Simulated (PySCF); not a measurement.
Computed with PBE0-D4/def2-TZVP // PBE0-D4/def2-SVP run with PySCF 2.14.0. Gas-phase values, no solvent. 

Reference species (SMILES): `N` (neutral, multiplicity 1).

- HOMO = -7.69 eV
- HOMO–LUMO gap = 8.71 eV

Changed species: `O(C)C` (free base O(CH3)2; the reference has free base NH3).

### Question
Give the shifts of the HOMO and HOMO–LUMO gap.

### Answer
the HOMO rises by 0.26 eV, to -7.43 eV; the HOMO–LUMO gap increases by 0.10 eV, to 8.81 eV.
